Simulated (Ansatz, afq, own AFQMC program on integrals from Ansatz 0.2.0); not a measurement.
AlSiH, triplet in cc-pVDZ, levels against CCSDT(Q)

```yaml
atoms:
  - { symbol: Si, position_ang: [0.0000, 0.0000, 2.1008] }
  - { symbol: Al, position_ang: [0.0000, 0.0000, -0.2530] }
  - { symbol: H, position_ang: [0.0000, 0.0000, -1.8478] }
```

Connectivity, by distances: Si–AlH.

Basis cc-pVDZ. Only valence electrons are correlated. AFQMC by an in-house program on the Cholesky factors that Ansatz 0.2.0 writes for its CCSD(T) run. The CISD trial takes its coefficients from CCSD amplitudes. Released means that phaseless walkers are propagated on without the constraint, phases kept. Uncertainties: one standard error, sampling alone.

Determinant: UHF, the one that the program's search chose, which needn't be the lowest solution. The geometry is a PBE0/def2-TZVP stationary point of this or a neighbouring charge and spin state.

No full CI on the walks' own integrals is used here; CCSDT(Q) serves as the reference and is uncertain by about the last step of the cluster series.

Cautions: the released energies are still falling, so no released level is given (meV from the phaseless value at times in 1/Eh: -14 ± 10 at 0.24, -20 ± 9 at 0.51, -28 ± 9 at 0.99, -41 ± 10 at 1.62, -54 ± 12 at 2.40), though the last usable value meets CCSDT(Q) within the noise.

```
T1 diagnostic                               : 0.0277
weight of the determinant in the CISD state : 0.869
⟨S²⟩ of the determinant                     : 2.026
size of the correlated space                : 8 electrons in 31 orbitals
```

| level | correlation energy (eV) |
| --- | --- |
| MP2 | -3.1314 |
| CCSD | -3.9953 |
| CCSD(T) | -4.1633 |

Question: Estimate where phaseless AFQMC with a CISD trial lies against CCSD(T) on the same integrals.

Answer: 0.20 ± 0.33 mEh below CCSD(T). The gap is under twice the noise, so this walk alone can't tell the two apart.

Reference: CCSDT(Q), correlation energy -4.221 eV.

```
        level  E − E(reference) (mEh)  share of correlation (%)
      CCSD(T)                    2.13                     98.63
        CCSDT                    0.47                     99.70
ph-AFQMC/CISD             1.93 ± 0.33                     98.76
```

A walk keeps the symmetry of its determinant, which the program's search chose and which needn't be the lowest solution, so a lower state of the same spin and another symmetry isn't excluded.
